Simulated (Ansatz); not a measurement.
## Worked example: correlation energy of GeH$_{3}$, doublet

Geometry: displaced at random from a stationary point.

```xyz
4

Ge    0.0035    0.0013   -0.0192
H     1.3036    0.0265    0.4637
H    -0.8331    1.2383    0.4513
H    -0.7209   -1.3558    0.4700
```

Basis 6-31G (Cartesian d functions); Ansatz 0.2.0. Correlated methods freeze the noble-gas cores and the filled d shells of p-block atoms, which leaves 7 electrons in 21 orbitals. Prefix R: restricted or restricted open-shell reference. No spin–orbit coupling is included, and no scalar relativity.

Full CI is exact within this basis and frozen core; it isn't the basis-set limit.

Runs differ by some tens of microhartree through their thresholds and, for an open shell, their frozen cores, so steps under 0.03 kcal/mol mean nothing.

```
    level  total energy (hartree)
      RHF            -2076.699294
     RMP2            -2076.748821
    RCCSD            -2076.768492
 RCCSD(T)            -2076.769347
   RCCSDT            -2076.769663
RCCSDT(Q)            -2076.769693
  RCCSDTQ            -2076.769700
  full CI            -2076.769696
```

Task: What is the correlation energy at full CI, and what share of it do RMP2 and RCCSD recover?

Result: E(corr) = -2076.769696 − (-2076.699294) = -0.070402 hartree = -1.916 eV. RMP2: -0.049527 / -0.070402 = 70.35 %. RCCSD: -0.069198 / -0.070402 = 98.29 %.

Task: By how many kcal/mol does RCCSD(T) miss full CI (1 hartree = 627.509 kcal/mol), and which steps make up the rest?

Result: -2076.769347 − (-2076.769696) = 0.000349 hartree = 0.22 kcal/mol. Steps: RCCSDT − RCCSD(T) = -0.20, RCCSDT(Q) − RCCSDT = -0.02, RCCSDTQ − RCCSDT(Q) = 0.00, full CI − RCCSDTQ = 0.00 kcal/mol. That is within 1 kcal/mol of the reference in this basis, which itself misses far more of the correlation at the basis-set limit.
